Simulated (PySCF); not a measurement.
# H3P: the cost of one run

Programs: PySCF 2.14.0, with density-fitted response routines of our own. Each step states its level of theory. These are calculated values for one molecule in the gas phase, unless marked as measured. Atoms are numbered from 0 throughout.

## 1. The molecule as given

4 atoms, charge 0, multiplicity 1; geometry from: GFN2-xTB.

Bonds of the start (Å): P0–H1 1.39, P0–H2 1.39, P0–H3 1.39.

## 2. Relaxing the molecule at PBE0-D3(BJ)/def2-SVP

What the job is given:

```
{"job": {"xc": "PBE0", "basis": "def2-SVP", "d3": "d3bj", "grid": 1, "kind": "geom"}, "charge": 0, "multiplicity": 1}
P     -0.001477     0.003466     0.570380
H     -0.558658     1.008622    -0.205648
H      1.158342    -0.016325    -0.189555
H     -0.587973    -0.990990    -0.198030
```

Launch:

```sh
$ OMP_NUM_THREADS=1 python probes_run.py task.json out
```

The driver reads the jobs from task.json and runs them one after another.

Q: Estimate the wall time and peak memory of this first job on 1 thread of Arm Neoverse V2, shared host.

About 1.1 s, with a peak of 0.24 GiB.
